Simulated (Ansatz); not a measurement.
Which is lower?

Two relaxed structures of C₂H₄Si, singlet (PBE0-D4/def2-TZVP; forces vanish, vibrations not checked).

A:

C1  (0.725, 0.502, 0.561)
C2  (0.046, -0.311, -0.259)
Si3  (-1.800, -0.033, -0.398)
H4  (-2.063, -1.163, -1.394)
H5  (0.603, -1.080, -0.792)
H6  (0.214, 1.287, 1.117)
H7  (1.799, 0.429, 0.718)
(Å)

B:

```
7
angstrom
C -0.8926 -0.4092 -0.1793
C 0.2422 0.3483 0.5983
Si 0.4726 -0.3063 -1.1165
H -1.8973 -0.6497 0.1286
H 1.2355 -0.5574 -2.3551
H 0.1003 1.4142 0.7837
H 0.6833 -0.1542 1.4606
```

Program: Ansatz 0.2.0. Basis: def2-TZVPP. Cores are frozen in the correlated methods. B3LYP uses VWN-RPA correlation.

**Question.** Which structure is lower at CCSD(T), and by how much? (To be estimated.)

**Answer.** The calculation gives: A, by 134.7 kJ/mol (electronic energy, against the other). By their contacts, A is C₂H₄Si ([CH2][CH][SiH]) and B is C₂H₄Si (C1=[SiH]C1).

All methods give the same order:

| method | E(B) − E(A) (kJ/mol) |
| --- | --- |
| PBE-D4 | 112.9 |
| r2SCAN-D4 | 113.8 |
| PBE0-D4 | 123.3 |
| B3LYP-D4 | 146.3 |
| wB97M-V | 142.4 |
| HF | 200.5 |
| MP2 | 114.5 |
| CCSD | 147.1 |
| CCSD(T) | 134.7 |

No T1 diagnostic of these runs exceeds 0.016. The restricted Hartree–Fock reference is unstable towards an unrestricted one at one or more of these structures.

Labels in which every atom is bracketed show which atoms are joined, not bond orders.

For scale, one of the runs: CCSD(T)/def2-TZVPP, 160 basis functions, launched by `ansatz run in.yaml --threads 2 --pin off --events-out ev --progress --plain --max-ram 4352MiB`. The run took 15 s on 2 CPU threads of an Arm Neoverse V2 (shared host), with 1.1 GiB of host memory at its peak.
